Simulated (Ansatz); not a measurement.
A calculation with Ansatz (development build ahead of 0.2.0).

```yaml
crystal:
  periodic: [false, false, false]
  atoms:
    - { symbol: O, position_ang: [-0.1932, -0.1387, -0.3467] }
    - { symbol: O, position_ang: [0.2569, 1.009, -0.2919] }
    - { symbol: O, position_ang: [-0.0637, -0.8703, 0.6386] }
basis:
  gaussian: { orbitals: def2-SVP }
total_charge: 1
magnetization:
  spin_polarized: true
  initial_magnetization: 1
hamiltonian:
  xc: pbe0
output:
  forces: true
```

The input is written out in the form of the current development build from the run's settings.

Output:

```
Converged                       : yes
Total energy                    : -224.53574 hartree
Spin squared of the determinant : 1.104
Stability test                  : minimum
```

Forces (eV/Å):
| atom | Fx | Fy | Fz |
| --- | --- | --- | --- |
| O1 | 0.255 | -0.686 | 1.251 |
| O2 | 0.151 | 1.192 | -0.717 |
| O3 | -0.406 | -0.505 | -0.534 |

Caution: the unrestricted determinant is spin contaminated; the determinant breaks the point group.
